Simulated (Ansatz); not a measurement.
# AlO (quartet): B3LYP, CAM-B3LYP over a scan of the distance Al1–O2, 6-31G

Aim: run AlO (quartet) with these functionals over a scan of the distance Al1–O2, and hold them against the top wave-function level at the same points.

Computed with Ansatz 0.2.0, Gaussian basis. Level: 6-31G, all electrons in the functionals.

To be run: B3LYP, CAM-B3LYP, at 1.459 Å; 1.629 Å; 1.784 Å; 1.992 Å; 2.175 Å; 2.495 Å; 2.877 Å; 3.228 Å; 3.946 Å; 4.839 Å; 6.213 Å.

32 further runs of the same task are left out: 10 for a known fault of the program, 16 that didn't finish, 6 set aside as unsound or not needed.

## (1) What is computed

The geometry derives from a PBE0/def2-TZVP stationary point (not a proven minimum). One bond is set to the value named and the two fragments are kept rigid.

2 atoms, charge 0, spin multiplicity 4.

Atoms are counted from 1 here; the program's logs count them from 0.

Bond lengths: Al1–O2 1.784 Å.

No dispersion term is added. B3LYP takes the VWN-RPA correlation.

The geometry shown and the zero of energy belong to the point 1.784 Å. The yardstick, FCI, and other wave-function levels (R restricted, U unrestricted, valence and pair active spaces) come from earlier runs.

## (2) B3LYP, 1.459 Å

in.yaml reads:

```yaml
crystal:
  periodic: [false, false, false]
  atoms:
    - {symbol: Al, position_ang: [0.000000, 0.000000, 0.000000]}
    - {symbol: O, position_ang: [0.000000, 0.000000, 1.459000]}
basis:
  gaussian: {orbitals: 6-31G}
magnetization: {spin_polarized: true, initial_magnetization: 3}
hamiltonian: {xc: {name: B3LYP}}
```

Launch:

```console
$ ansatz run in.yaml --threads 1 --pin off --events-out ev --progress --plain --max-ram 2393MiB
```

After this run come: B3LYP, 1.629 Å; B3LYP, 1.784 Å; B3LYP, 1.992 Å; B3LYP, 2.175 Å; B3LYP, 2.495 Å; B3LYP, 2.877 Å; B3LYP, 3.228 Å; B3LYP, 3.946 Å; B3LYP, 4.839 Å; B3LYP, 6.213 Å; CAM-B3LYP, 1.459 Å; CAM-B3LYP, 1.629 Å; CAM-B3LYP, 1.784 Å; CAM-B3LYP, 1.992 Å; CAM-B3LYP, 2.175 Å; CAM-B3LYP, 2.495 Å; CAM-B3LYP, 2.877 Å; CAM-B3LYP, 3.228 Å; CAM-B3LYP, 3.946 Å; CAM-B3LYP, 4.839 Å; CAM-B3LYP, 6.213 Å.

**Question.** What will the summary of the whole plan be? Wanted: span of the FCI curve; largest miss, B3LYP; largest miss, CAM-B3LYP.

As calculated:

| quantity | value |
| --- | --- |
| span of the FCI curve | 67.7 kcal/mol |
| largest miss, B3LYP | +3.1 kcal/mol (6.213 Å) |
| largest miss, CAM-B3LYP | -3.9 kcal/mol (1.459 Å) |

Of the functionals, B3LYP keep the smallest largest miss at the points compared (at most 3.1 kcal/mol) and CAM-B3LYP strays most (3.9 kcal/mol, at 1.459 Å). Functionals and the yardstick converge differently with the basis, so part of each miss in 6-31G is the basis.
